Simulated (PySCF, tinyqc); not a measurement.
Inside a calculation. Method: MP2 on RHF in the sto-3g basis, frozen core, for CH2, spin multiplicity 1. The lowest restricted solution is unstable here: a spin-polarised one lies 0.0366 hartree lower (PySCF). One step of it, computed by the program tinyqc.

Task: Iteration 9 (converged): orbitals. Diagonalise F' = X^T F X, C = X C', fill 4 alpha and 4 beta electrons from the bottom; D = 2 C_occ C_occ^T. Each column has its largest component positive (the first on a tie).

converged F (hartree), order 1C 1s, 1C 2s, 1C 2px, 1C 2py, 1C 2pz, 2H 1s, 3H 1s:
$$\begin{pmatrix}
-10.986987 & -2.952538 & 0.000000 & -0.001070 & -0.025153 & -0.642370 & -0.536271 \\
-2.952538 & -1.425971 & 0.000000 & -0.015160 & -0.062357 & -0.648018 & -0.579152 \\
0.000000 & 0.000000 & 0.239134 & 0.000000 & 0.000000 & 0.000000 & 0.000000 \\
-0.001070 & -0.015160 & 0.000000 & -0.194181 & -0.013423 & -0.369677 & 0.348507 \\
-0.025153 & -0.062357 & 0.000000 & -0.013423 & -0.210501 & -0.243204 & -0.230597 \\
-0.642370 & -0.648018 & 0.000000 & -0.369677 & -0.243204 & -0.436379 & -0.150608 \\
-0.536271 & -0.579152 & 0.000000 & 0.348507 & -0.230597 & -0.150608 & -0.375872
\end{pmatrix}$$

X, order 1C 1s, 1C 2s, 1C 2px, 1C 2py, 1C 2pz, 2H 1s, 3H 1s:
$$\begin{pmatrix}
1.026730 & -0.149805 & 0.000000 & -0.001362 & -0.009711 & 0.025232 & 0.023542 \\
-0.149805 & 1.223839 & 0.000000 & 0.020333 & 0.094514 & -0.309422 & -0.262630 \\
0.000000 & 0.000000 & 1.000000 & 0.000000 & 0.000000 & 0.000000 & 0.000000 \\
-0.001362 & 0.020333 & 0.000000 & 1.149619 & 0.008528 & -0.270925 & 0.239121 \\
-0.009711 & 0.094514 & 0.000000 & 0.008528 & 1.044765 & -0.145267 & -0.126834 \\
0.025232 & -0.309422 & 0.000000 & -0.270925 & -0.145267 & 1.218111 & -0.024802 \\
0.023542 & -0.262630 & 0.000000 & 0.239121 & -0.126834 & -0.024802 & 1.172165
\end{pmatrix}$$

Give: F' = X^T F X; orbital energies; coefficients C; D after iteration 9.

Result:

F' = X^T F X (hartree):
$$\begin{pmatrix}
-10.756 & -1.557 & 0.000 & -0.001 & -0.047 & -0.077 & -0.047 \\
-1.557 & -0.620 & 0.000 & 0.013 & 0.114 & -0.412 & -0.363 \\
0.000 & 0.000 & 0.239 & 0.000 & 0.000 & 0.000 & 0.000 \\
-0.001 & 0.013 & 0.000 & 0.131 & 0.000 & -0.430 & 0.399 \\
-0.047 & 0.114 & 0.000 & 0.000 & -0.107 & -0.249 & -0.231 \\
-0.077 & -0.412 & 0.000 & -0.430 & -0.249 & 0.010 & -0.041 \\
-0.047 & -0.363 & 0.000 & 0.399 & -0.231 & -0.041 & -0.006
\end{pmatrix}$$

orbital energies (hartree): MO1 -10.993, MO2 -0.788, MO3 -0.499, MO4 -0.277, MO5 0.239, MO6 0.525, MO7 0.683

coefficients C, order 1C 1s, 1C 2s, 1C 2px, 1C 2py, 1C 2pz, 2H 1s, 3H 1s:
$$\begin{pmatrix}
0.993 & -0.221 & 0.014 & 0.122 & 0.000 & 0.161 & -0.041 \\
0.028 & 0.708 & -0.061 & -0.553 & 0.000 & -0.902 & 0.262 \\
0.000 & 0.000 & 0.000 & 0.000 & 1.000 & 0.000 & 0.000 \\
0.001 & 0.027 & 0.517 & -0.004 & 0.000 & 0.220 & 1.066 \\
0.005 & 0.135 & 0.007 & 0.805 & 0.000 & -0.667 & 0.162 \\
-0.007 & 0.294 & 0.443 & 0.226 & 0.000 & 0.637 & -0.967 \\
-0.006 & 0.243 & -0.473 & 0.250 & 0.000 & 0.931 & 0.553
\end{pmatrix}$$

D after iteration 9, order 1C 1s, 1C 2s, 1C 2px, 1C 2py, 1C 2pz, 2H 1s, 3H 1s:
$$\begin{pmatrix}
2.101 & -0.393 & 0.000 & 0.002 & 0.146 & -0.076 & -0.071 \\
-0.393 & 1.625 & 0.000 & -0.021 & -0.700 & 0.111 & 0.124 \\
0.000 & 0.000 & 0.000 & 0.000 & 0.000 & 0.000 & 0.000 \\
0.002 & -0.021 & 0.000 & 0.536 & 0.008 & 0.472 & -0.478 \\
0.146 & -0.700 & 0.000 & 0.008 & 1.332 & 0.449 & 0.462 \\
-0.076 & 0.111 & 0.000 & 0.472 & 0.449 & 0.668 & -0.163 \\
-0.071 & 0.124 & 0.000 & -0.478 & 0.462 & -0.163 & 0.690
\end{pmatrix}$$
